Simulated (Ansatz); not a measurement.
## Sodium (bcc) across density functionals

All rows: Ansatz, plane waves with scalar-relativistic PAW, 420 eV (500 eV for the SCAN forms), relaxed under each functional, no dispersion correction, no zero-point motion. B₀ comes from uniform scaling at fixed shape; a dash is a value not given.

The measured cell (COD entry 9011001) has a = 4.225 Å, 37.71 Å³/atom.

```
functional  V (Å³/atom)         cell  B₀ (GPa)     magnetic state
       PBE        36.97  a = 4.197 Å         8  spin not included
    r²SCAN        37.71  a = 4.225 Å         8  spin not included
    PBEsol        36.24  a = 4.170 Å         8  spin not included
       LDA        33.40  a = 4.057 Å         9  spin not included
    revPBE        39.29  a = 4.283 Å         7  spin not included
      RPBE        39.40  a = 4.287 Å         7  spin not included
      BLYP        37.25  a = 4.208 Å         7  spin not included
```

LDA gives the smallest volume and RPBE the largest.
